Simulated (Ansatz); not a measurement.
Input file:

```yaml
crystal:
  periodic: [false, false, false]
  atoms:
    - { symbol: Si, position_ang: [-0.687294, 0.458008, -0.480204] }
    - { symbol: B, position_ang: [0.763655, -0.335337, 0.541969] }
    - { symbol: Cl, position_ang: [0.968777, -2.078723, 0.609024] }
    - { symbol: H, position_ang: [-1.692255, -0.324663, -1.251281] }
    - { symbol: H, position_ang: [-0.90113, 1.929173, -0.567255] }
    - { symbol: H, position_ang: [1.548248, 0.351542, 1.147737] }
magnetization:
  spin_polarized: true
  initial_magnetization: 1
basis:
  gaussian: { orbitals: def2-SVP }
hamiltonian:
  xc: pbe0
neb:
  order_check: false
  images: 5
  f_tol: 0.05
  max_iterations: 60
  initial_path: linear
  final_atoms:
    - { symbol: Si, position_ang: [-0.68740683, 0.45807521, -0.48033642] }
    - { symbol: B, position_ang: [0.76271044, -0.33563187, 0.54297468] }
    - { symbol: Cl, position_ang: [0.97547879, -2.07847059, 0.60097234] }
    - { symbol: H, position_ang: [-0.90687445, 1.92899126, -0.55902297] }
    - { symbol: H, position_ang: [-1.68606921, -0.32362977, -1.26059814] }
    - { symbol: H, position_ang: [1.54216225, 0.35066576, 1.15600051] }
```

Run as:

```bash
$ ansatz run input.yaml --threads 1 --pin off --max-ram 2048MiB --backend cpu --events-out ev --progress --plain --runs-dir out
```

Hardware: 1 thread of Intel(R) Xeon(R) Processor @ 2.50GHz (Skylake/Cascade Lake), on a shared host.

Roughly how long does this run take, and how much memory?

8.5 min, with a peak of 0.17 GiB, for 17 band iterations.
